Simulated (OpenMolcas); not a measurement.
**One shape, several levels: BOF (SMILES O=BF)**

Wanted: a comparison of 6 runs (HF/3-21G, HF/def2-SVP, B3LYP/6-31G*, TPSS/def2-SVP, MP2/6-31G*, RI-MP2/jul-cc-pV(D+d)Z) of BOF. 

The calculation is run with OpenMolcas 26.06.

10 further runs of the same task are left out: 1 that didn't finish, 9 set aside as unsound or not needed.

## Step 1: Starting point

BOF has 3 atoms, charge 0, and is taken as a singlet. As SMILES, `O=BF`. The coordinates come from a PBE0-D4/def2-TZVP relaxation.

Bond lengths: O1–B2 1.206 Å, B2–F3 1.282 Å. Angles: O1–B2–F3 180.0°.

## Step 2: Energy and gradient at HF/3-21G (run 1)

Input file test.inp:

```
>>> EXPORT MOLCAS_PRINT=2

&GATEWAY
  BasLib=$CurrDir
  Coord
  3
  bohr
  O      1.85778975    -1.06788423     0.90687957
  B      0.03836144    -0.02192082     0.01870829
  F     -1.89615119     1.08999403    -0.92558786
  Basis=3-21G
  Group=NoSym

&SEWARD

&SCF
  Thresholds=1e-10 1e-07 1e-07 1e-05
  PrOrbitals=1 1

&ALASKA
```

The basis set 3-21G is read from a file made from the Basis Set Exchange's data (not shown).

Run with:

```console
$ export MOLCAS_MEM=1860
$ pymolcas test.inp > test.log
```

What it wrote:

```text
--- Start Module: gateway ---
[...]
--- Stop Module: gateway /rc=_RC_ALL_IS_WELL_ ---
[...]
      Basis functions           27
[...]
--- Start Module: scf ---
[...]
       Convergence after  12 Iterations
[...]
::    Total SCF energy                               -197.9824234896
[...]
      Total spin, S                                     0.0000000000
[...]
      Total electronic charge=   22.000000
      Total            charge=   -0.000000
[...]
      Dipole Moment (debye):
      Origin of the operator (angstrom)=   -0.0677    0.0390   -0.0331
                   X= -1.5853E+00               Y=  9.1154E-01               Z= -7.7393E-01           Total=  1.9857E+00
      Quadrupole Moment (debye*angstrom):
[...]
--- Stop Module: scf /rc=_RC_ALL_IS_WELL_ ---
--- Start Module: alaska ---
[...]
 *              Molecular gradients               *
 **************************************************
  Irreducible representation: a
 ------------------------------------------------------------------------------------------
                              X                       Y                       Z
 ------------------------------------------------------------------------------------------
  O1               -2.53396082963953E-03    1.45272412570119E-03   -1.23592729059485E-03
  B2               -1.73860098815966E-02    1.00006071907637E-02   -8.48862114265270E-03
  F3                1.99199707112392E-02   -1.14533313164742E-02    9.72454843324488E-03
 ------------------------------------------------------------------------------------------
--- Stop Module: alaska /rc=_RC_ALL_IS_WELL_ ---
[...]
```

Run time: 1.5 s. Hardware: 1 thread of Arm Neoverse V2, shared host; peak memory 0.37 GiB.

## Step 3: Energy and gradient at HF/def2-SVP (run 2)

Input file run.inp:

```
* BFO Hartree-Fock
&GATEWAY
BasLib=$CurrDir
Coord
3
angstrom
O        0.983100      -0.565100       0.479900
B        0.020300      -0.011600       0.009900
F       -1.003400       0.576800      -0.489800
Basis=def2-SVP
Group=NoSym
&SEWARD
&SCF
Thresholds=1e-10 1e-07 1e-07 1e-05
PrOrbitals=1
&ALASKA
```

The basis set def2-SVP is read from a file made from the Basis Set Exchange's data (not shown).

Run with:

```console
$ export MOLCAS_MEM=1860
$ pymolcas run.inp > run.log
```

What it wrote:

```text
--- Start Module: gateway ---
[...]
--- Stop Module: gateway /rc=_RC_ALL_IS_WELL_ ---
[...]
      Basis functions           42
[...]
--- Start Module: scf ---
[...]
       Convergence after  13 Iterations
[...]
::    Total SCF energy                               -198.9178974340
[...]
      Total spin, S                                     0.0000000000
[...]
      Total electronic charge=   22.000000
      Total            charge=   -0.000000
[...]
      Dipole Moment (debye):
      Origin of the operator (angstrom)=   -0.0677    0.0390   -0.0331
                   X= -1.8142E+00               Y=  1.0431E+00               Z= -8.8567E-01           Total=  2.2724E+00
      Quadrupole Moment (debye*angstrom):
[...]
--- Stop Module: scf /rc=_RC_ALL_IS_WELL_ ---
--- Start Module: alaska ---
[...]
 *              Molecular gradients               *
 **************************************************
  Irreducible representation: a
 ------------------------------------------------------------------------------------------
                              X                       Y                       Z
 ------------------------------------------------------------------------------------------
  O1                3.27220461039204E-02   -1.88161562495299E-02    1.59748129980590E-02
  B2               -2.13174087003472E-02    1.22654617459750E-02   -1.04090134146344E-02
  F3               -1.14046374035510E-02    6.55069450353452E-03   -5.56579958342507E-03
 ------------------------------------------------------------------------------------------
--- Stop Module: alaska /rc=_RC_ALL_IS_WELL_ ---
[...]
```

Wall time 1.8 s (1 thread of Arm Neoverse V2, shared host); peak memory 0.38 GiB.

Runs 3 to 5 aren't shown in full; the table further down has their settings and results.

## Step 4: The energy at RI-MP2/jul-cc-pV(D+d)Z (RICD fitting) (run 6)

Input file test.inp:

```
* BFO RI-MP2
>>> EXPORT MOLCAS_PRINT=2
&GATEWAY
BASLIB = $CurrDir
COORD
3
angstrom
O        0.983100      -0.565100       0.479900
B        0.020300      -0.011600       0.009900
F       -1.003400       0.576800      -0.489800
BASIS = jul-cc-pVDpdZ
GROUP = NoSym
RICD
&SEWARD
&SCF
PRORBITALS = 1 1
&MBPT2
FROZEN = 3
```

The basis set jul-cc-pV(D+d)Z is read from a file made from the Basis Set Exchange's data (not shown).

Run with:

```console
$ export MOLCAS_MEM=1860
$ pymolcas test.inp > test.log
```

What it wrote:

```text
--- Start Module: gateway ---
[...]
--- Stop Module: gateway /rc=_RC_ALL_IS_WELL_ ---
[...]
      Basis functions           69
[...]
--- Start Module: scf ---
[...]
       Convergence after  11 Iterations
[...]
::    Total SCF energy                               -199.0963135617
[...]
      Total spin, S                                     0.0000000000
[...]
      Total electronic charge=   22.000000
      Total            charge=   -0.000000
[...]
      Dipole Moment (debye):
      Origin of the operator (angstrom)=   -0.0677    0.0390   -0.0331
                   X= -1.9444E+00               Y=  1.1180E+00               Z= -9.4923E-01           Total=  2.4355E+00
      Quadrupole Moment (debye*angstrom):
[...]
--- Stop Module: scf /rc=_RC_ALL_IS_WELL_ ---
--- Start Module: mbpt2 ---
[...]
WARNING!
Default frozen orbitals as non valence orbitals is overwritten by user input.
Default values:   3
[...]
       Reference weight ( Cref**2 )         =        0.88659
::    Total MBPT2 energy                             -199.5686054254
[...]
--- Stop Module: mbpt2 /rc=_RC_ALL_IS_WELL_ ---
[...]
```

Run time: 1.9 s. Hardware: 1 thread of Arm Neoverse V2, shared host.

## Step 5: Overview of the runs

```tsv
run	level	integration grid	task	energy (Eh)	dipole moment (D) of the reference	HOMO energy (eV)	LUMO energy (eV)	wall time
1	HF/3-21G	–	gradient	-197.982423	1.99	-13.96	4.76	1.5 s
2	HF/def2-SVP	–	gradient	-198.917897	2.27	-14.20	3.28	1.8 s
3	B3LYP/6-31G* (spherical functions)	UltraFine	gradient	-199.996538	2.04	-9.56	0.65	5.7 s
4	TPSS/def2-SVP	UltraFine	gradient	-199.867339	1.91	-8.51	-0.59	7.5 s
5	MP2/6-31G* (spherical functions)	–	energy	-199.493165	2.36	-14.01	4.74	1.6 s
6	RI-MP2/jul-cc-pV(D+d)Z (RICD fitting)	–	energy	-199.568605	2.44	-14.33	0.87	1.9 s
```

## Step 6: What came out

```
                                          quantity          value
                               run 6: total energy  -199.56861 Eh
         run 6: dipole moment (mean-field density)         2.44 D
        run 6: HOMO energy (Hartree–Fock orbitals)      -14.33 eV
        run 6: LUMO energy (Hartree–Fock orbitals)        0.87 eV
      run 6: HOMO–LUMO gap (Hartree–Fock orbitals)       15.20 eV
run 6: correlation energy (3 core orbitals frozen)     -472.3 mEh
```

**Reading.** Over runs 1, 2, 3, 4 the dipole moment (its size) runs from 1.91 D (TPSS/def2-SVP) to 2.27 D (HF/def2-SVP). Over runs 1, 2, 3, 4 the HOMO–LUMO gap runs from 7.92 eV (TPSS/def2-SVP) to 18.72 eV (HF/3-21G). The two ends differ in method and basis. Totals of different functionals can't be ranked against each other. All runs together took 20 s, the longest 7.5 s.
